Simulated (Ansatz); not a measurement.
One change: `C=C(C)C(=C)Cl` becomes `C=CC(=C)C`.

Ansatz, PBE0-D4/def2-TZVP geometries, multiplicity 1. Each molecule was computed in one conformer, which needn't be the lowest.

```csv
property,`C=C(C)C(=C)Cl`
LUMO energy (ωB97M-V/def2-TZVPP) / eV,0.88
size of the dipole moment (PBE/def2-TZVPP) / D,1.68
"ideal-gas entropy at 298 K and 1 bar (rigid rotor, harmonic PBE0-D4/def2-TZVP) / J/(mol·K)",338
HOMO–LUMO gap (ωB97M-V/def2-TZVPP) / eV,9.97
LUMO energy (PBE/def2-TZVPP) / eV,-2.07
LUMO energy (B3LYP/def2-TZVPP) / eV,-1.36
```

(1) Give the same properties after the change, and the shifts. (An estimate is asked.)

Results:

(1) Ansatz gave: 
| property | `C=CC(=C)C` | shift |
| --- | --- | --- |
| LUMO energy (ωB97M-V/def2-TZVPP) / eV | 1.27 | 0.39 |
| size of the dipole moment (PBE/def2-TZVPP) / D | 0.29 | -1.39 |
| ideal-gas entropy at 298 K and 1 bar (rigid rotor, harmonic PBE0-D4/def2-TZVP) / J/(mol·K) | 310 | -28 |
| HOMO–LUMO gap (ωB97M-V/def2-TZVPP) / eV | 10.09 | 0.12 |
| LUMO energy (PBE/def2-TZVPP) / eV | -1.72 | 0.35 |
| LUMO energy (B3LYP/def2-TZVPP) / eV | -0.98 | 0.38 |

With PBE0 the HOMO rises by 0.27 eV and the LUMO rises by 0.39 eV, so the gap widens by about 0.12 eV. PBE moves the HOMO by 0.23 eV and ωB97M-V by 0.27 eV. Dipoles are sizes alone; their direction can turn.

Positive LUMOs are unbound, so they and the gaps depend on the basis.

B3LYP here is the variant with VWN-RPA as its local correlation; programs differ in this.
